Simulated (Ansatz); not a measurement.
## Molecular dynamics of H6NSSi, charge +1

Input file:

```yaml
crystal:
  periodic: [false, false, false]
  atoms:
    - { symbol: "N", position_ang: [-0.509063, 0.899557, -0.727819] }
    - { symbol: Si, position_ang: [0.111195, -0.728384, 0.055472] }
    - { symbol: S, position_ang: [1.011778, 0.033853, 1.809674] }
    - { symbol: H, position_ang: [-0.984331, 0.738068, -1.610779] }
    - { symbol: H, position_ang: [0.249367, 1.548088, -0.918953] }
    - { symbol: H, position_ang: [-1.166608, 1.389396, -0.127799] }
    - { symbol: H, position_ang: [0.998293, -1.250143, -0.985359] }
    - { symbol: H, position_ang: [-1.131532, -1.486167, 0.209957] }
    - { symbol: H, position_ang: [1.420901, -1.144267, 2.295606] }
total_charge: 1
basis:
  gaussian: { orbitals: def2-SVP }
hamiltonian:
  xc: hf
md:
  timestep: 0.5
  n_steps: 600
  ensemble: nvt_langevin
  temperature: 100.0
  initial_velocities: maxwell_boltzmann
  seed: 59538
  friction: 0.01
  temperature_schedule:
    - { n_steps: 150, end_temperature: 100.0 }
    - { n_steps: 450, end_temperature: 10.0 }
scf:
  lower_state_search: "off"
```

Run as:

```bash
$ ansatz run input.yaml --threads 2 --pin off --max-ram 3072MiB --backend cpu --events-out ev --progress --plain --runs-dir out
```

It starts from a relaxed structure.

Output, in part (step lines, the closing report, with atoms numbered from 0):

```
md step     0: t =     0.00 fs  T =    88.9 K (target 100.0 K)  F+E_penalty+E_count = -20244.38485024 eV  E_kin = 0.103408 eV  (24 SCF iters)
md step     1: t =     0.50 fs  T =    87.9 K (target 100.0 K)  F+E_penalty+E_count = -20244.38258826 eV  E_kin = 0.102285 eV  (14 SCF iters)
md step     2: t =     1.00 fs  T =    72.3 K (target 100.0 K)  F+E_penalty+E_count = -20244.37674368 eV  E_kin = 0.084065 eV  (14 SCF iters)
md step     3: t =     1.50 fs  T =    70.3 K (target 100.0 K)  F+E_penalty+E_count = -20244.36899265 eV  E_kin = 0.081776 eV  (14 SCF iters)
md step     4: t =     2.00 fs  T =    65.3 K (target 100.0 K)  F+E_penalty+E_count = -20244.36071425 eV  E_kin = 0.075977 eV  (14 SCF iters)
md step     5: t =     2.50 fs  T =    56.2 K (target 100.0 K)  F+E_penalty+E_count = -20244.35375832 eV  E_kin = 0.065384 eV  (14 SCF iters)
md step     6: t =     3.00 fs  T =    51.0 K (target 100.0 K)  F+E_penalty+E_count = -20244.34874310 eV  E_kin = 0.059385 eV  (14 SCF iters)
md step     7: t =     3.50 fs  T =    49.5 K (target 100.0 K)  F+E_penalty+E_count = -20244.34460258 eV  E_kin = 0.057561 eV  (15 SCF iters)
[... lines left out ...]
md step   597: t =   298.50 fs  T =    52.2 K (target 10.7 K)  F+E_penalty+E_count = -20244.45460324 eV  E_kin = 0.060742 eV  (15 SCF iters)
md step   598: t =   299.00 fs  T =    49.7 K (target 10.5 K)  F+E_penalty+E_count = -20244.45279482 eV  E_kin = 0.057838 eV  (15 SCF iters)
md step   599: t =   299.50 fs  T =    48.7 K (target 10.3 K)  F+E_penalty+E_count = -20244.45138603 eV  E_kin = 0.056688 eV  (15 SCF iters)
md step   600: t =   300.00 fs  T =    49.5 K (target 10.1 K)  F+E_penalty+E_count = -20244.45087823 eV  E_kin = 0.057543 eV  (15 SCF iters)
Total energy: -20244.45087823 eV, -743.9698475933 hartree
Atom 0 at    -1.152596     0.354402    -0.377495 Å, force    -0.566390     0.847658     0.029278 eV/Å
Atom 1 at    -0.109357    -1.087737     0.305141 Å, force    -0.018458    -0.252642     0.348756 eV/Å
Atom 2 at     0.551126    -0.543190     2.228949 Å, force    -0.050489     0.010080    -0.020868 eV/Å
Atom 3 at    -1.410524     0.210389    -1.342240 Å, force    -0.011808    -0.188494    -0.395513 eV/Å
Atom 4 at    -0.683630     1.264314    -0.368209 Å, force    -0.021719    -0.389681     0.144767 eV/Å
Atom 5 at    -2.046460     0.506755     0.101494 Å, force     0.465654    -0.180924     0.060967 eV/Å
Atom 6 at     0.903022    -1.211997    -0.734210 Å, force     0.124567     0.042713    -0.109244 eV/Å
Atom 7 at    -1.101951    -2.172697     0.363667 Å, force     0.104705     0.187435    -0.002108 eV/Å
Atom 8 at     1.599315     0.206482     1.862696 Å, force    -0.026061    -0.076144    -0.056034 eV/Å
Dipole moment:    -0.599041     0.639822    -1.116820 e Å
```

The steps, from the saved trajectory:

```
time (fs)  T (K)  potential energy less start (eV)
      0.0     89                             0.000
     10.0     54                             0.030
     20.0     57                             0.032
     30.0     59                             0.041
     40.0     42                             0.053
     50.0     69                             0.047
     60.0     71                             0.046
     70.0     53                             0.040
     80.0     91                             0.018
     90.0     72                             0.034
    100.0    113                            -0.001
    110.0     94                            -0.001
    120.0    133                            -0.020
    130.0    112                            -0.014
    140.0    146                            -0.050
    150.0    132                            -0.003
    160.0    150                            -0.052
    170.0     90                            -0.002
    180.0    126                            -0.022
    190.0     96                            -0.032
    200.0     96                            -0.033
    210.0     91                            -0.052
    220.0     61                            -0.028
    230.0     83                            -0.049
    240.0     92                            -0.049
    250.0     99                            -0.064
    260.0     76                            -0.049
    270.0     80                            -0.064
    280.0     56                            -0.052
    290.0     45                            -0.052
    300.0     49                            -0.066
```

The run went to its last step. The schedule's set-point averaged 40 K over the second half and the system 91 K, so it lags behind the ramp. A run of 0.3 ps of so small a system gives no equilibrium averages. Limits of this set-up: the dipole of an ion depends on the origin.

The same pairs are bonded in the first frame and the last. Pairs count as bonded within 1.25 times the sum of covalent radii (0.12 Å more for H–H).

Last frame:

```xyz
9
Properties=species:S:1:pos:R:3
N -1.153 0.354 -0.378
Si -0.109 -1.088 0.305
S 0.551 -0.543 2.229
H -1.411 0.210 -1.342
H -0.684 1.264 -0.368
H -2.046 0.507 0.102
H 0.903 -1.212 -0.734
H -1.102 -2.173 0.364
H 1.599 0.206 1.863
```

Time of the run: 8.1 min on 2 threads of Arm Neoverse N1 (shared host), peak memory 0.14 GiB.
